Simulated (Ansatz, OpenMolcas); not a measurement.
# N2H (dinitrogen monohydride): from total energies to a heat of formation

The species is N2H (3 atoms), meant as a doublet with charge 0. SMILES: `[N]=N`. Geometry: relaxed at PBE0-D4/def2-TZVP.

```xyz
3

N     0.7105   -0.6067    0.3262
N    -0.2687   -0.2177   -0.1701
H    -0.4419    0.8244   -0.1561
```

Total energies at UM06-2X/def2-TZVPPD (OpenMolcas 26.06); the atoms run unrestricted:

```tsv
species	state	energy (Eh)
N2H	doublet	-110.030129
N	quartet	-54.587170
H	doublet	-0.498139
```

Harmonic wavenumbers at UPBE0-D4/def2-TZVP, in cm⁻¹: 1115, 1916, 2825.

Measured heats of formation of the gaseous atoms at 298.15 K, in kJ/mol: N 472.4, H 218.0. Take 1 Eh = 2625.50 kJ/mol, 1 cm⁻¹ = 0.0119627 kJ/mol, RT = 2.479 kJ/mol.

Task: Work out the heat of formation of the gas at 298 K.

Result: 
1. Electronic atomisation energy: 2 × (-54.587170) + (-0.498139) − (-110.030129) = 0.357650 Eh = 939.0 kJ/mol.
2. Zero-point energy: half the sum of the wavenumbers, 2928 cm⁻¹ = 35.0 kJ/mol.
3. Thermal vibrational enthalpy, Σ hcν̃/(exp(hcν̃/kT) − 1): 0.1 kJ/mol. Translation, rotation and pV of a non-linear molecule: 4 RT = 9.9 kJ/mol.
4. The 3 free atoms carry 5/2 RT each: 18.6 kJ/mol.
5. Atomisation enthalpy at 298 K: 939.0 − 35.0 − 0.1 − 9.9 + 18.6 = 912.6 kJ/mol.
6. Sum of the atoms' heats of formation: 1162.8 kJ/mol. Heat of formation: 1162.8 − 912.6 = +250.2 kJ/mol.

The tabulated value is +249.5 kJ/mol (Active Thermochemical Tables), so this level is off by +0.7 kJ/mol, or 0.1 % of the atomisation enthalpy. Anharmonicity and any spin-orbit splitting of the molecule are left out.
